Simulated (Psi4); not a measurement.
Process, species as SMILES: C=CF + 3 [H][H] (H2) → 2 C (CH4) + F (HF)
B3LYP-D3(BJ)/def2-TZVP geometries, fixed; electronic energies without zero-point terms.
Largest species:
```
C
C 1 1.3174
F 1 1.3475 2 122.16
H 2 1.0798 1 119.40 3 180.00
H 2 1.0810 4 119.01 1 180.00
H 1 1.0823 2 126.09 4 0.00
```

Effect of the treatment of two-electron integrals at PBE/cc-pVTZ with Psi4, against the last row, where the energy of full hydrogenation is -75.88 kcal/mol.

```csv
setting,largest shift of a total energy (mEh),shift of the energy of full hydrogenation (kcal/mol)
scf_type: df,-0.035,-0.004
scf_type: cd,-0.095,-0.001
scf_type: pk,0.000,0.000
```

Within 0.02 kcal/mol in the energy of full hydrogenation: scf_type: df; scf_type: cd. The largest shift is 0.095 mEh in a total energy and 0.004 kcal/mol in the difference.
